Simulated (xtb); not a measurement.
Harmonic IR lines of one isomer of C3H9N, unscaled. All values below come from GFN2-xTB (xtb).

wavenumber (cm⁻¹): 372 (w), 871 (w), 1060 (w), 1080 (w), 1190 (w), 1276 (w), 1487 (w), 1505 (w), 2831 (m), 2846 (vs), 3015 (vs)

Q: Say which structure gives these lines.
A) `CCNC`
B) `CN(C)C`
C) `CC(C)N`
D) `CCCN`

A: B, `CN(C)C`
